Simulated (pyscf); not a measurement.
Optimised with ωB97X-D3(BJ)/def2-SVP in PySCF.

### Question
H₂N–NH₂ (SMILES NN) + GeH₂ (SMILES [GeH2]) [singlet] -> H₂N–NH–GeH₃ (SMILES N[NH][GeH3])
Surface: singlet. Broken: H–N. Formed: Ge–N, Ge–H. Give ΔE‡ and ΔE from HF/def2-TZVP, relative to the separated reactants.

### Answer
ΔE‡ = 41.5 kcal/mol, ΔE = -33.4 kcal/mol. CCSD(T)/def2-TZVPP + ΔMP2(QZVPP) gives 17.2 kcal/mol and -39.4 kcal/mol. Zero-point energy shifts the barrier by -0.3 kcal/mol. It is an insertion, with an imaginary mode of 1519i cm⁻¹. On the reactant side the descent ends in an adduct with a Ge–N contact, 29.9 kcal/mol under the separated species and 47.9 kcal/mol under the saddle at ωB97X-D3(BJ)/def2-TZVP. What is counted as formed (Ge–N) is already present as a longer contact in the reactant adduct; forming that adduct is a step of its own. H₂N–NH–GeH₃ lies 44.8 kcal/mol over its isomer H₂N–GeH₂–NH₂ (electronic energy, ωB97M-D3(BJ)). One saddle was located; it need not be the lowest between these sides. The CCSD(T) − MP2 part came from Ansatz, without density fitting, on the same reference. The frozen core leaves the outer d or s,p core shells of the metals and heavy elements correlated in the MP2 and CC values, and def2-TZVPP describes them poorly, which can shift differences by a few kcal/mol. Elements up to Kr have no core potential and no relativistic terms here.
